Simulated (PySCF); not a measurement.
Rows and methods have been separated. Pair them.

PH₃.
Cartesian coordinates in Å at the GFN2-xTB level; atoms count from 1:
```xyz
4
PH3 angstrom
P     -0.0015    0.0035    0.5704
H     -0.5587    1.0086   -0.2056
H      1.1583   -0.0163   -0.1896
H     -0.5880   -0.9910   -0.1980
```

The closed-shell ground state was solved 7 times with PySCF (density fitting, gas phase), always in the 3-21G basis (19 functions), with these functionals: HF, LC-wPBE, X3LYP, mPW1PW91, revPBE, wB97X and wB97X-D.

```tsv
row	total energy (Eh)	HOMO (eV)	LUMO (eV)	dipole (D)
P	-341.3639	-9.53	3.38	1.50
Q	-340.7013	-10.59	5.01	1.21
R	-341.3000	-6.32	0.74	1.53
S	-341.3823	-7.66	1.57	1.50
T	-341.3576	-10.03	3.76	1.53
U	-341.2547	-10.39	3.94	1.57
V	-341.3389	-7.40	1.50	1.41
```

Which functional belongs to which row?

P = wB97X-D, Q = HF, R = revPBE, S = mPW1PW91, T = wB97X, U = LC-wPBE, V = X3LYP. By rising HOMO–LUMO gap: revPBE (GGA) 7.06 eV; X3LYP (global hybrid, 22 % exact exchange) 8.90 eV; mPW1PW91 (global hybrid, 25 % exact exchange) 9.23 eV; wB97X-D (range-separated hybrid) 12.91 eV; wB97X (range-separated hybrid) 13.79 eV; LC-wPBE (range-separated hybrid) 14.33 eV; HF (all exact exchange) 15.60 eV. Total energies of different functionals aren't bounds to one another; each is stationary for its own functional.

The pairwise dispersion term of wB97X-D wasn't added to the energies; at a given geometry it leaves orbitals and properties as they are.
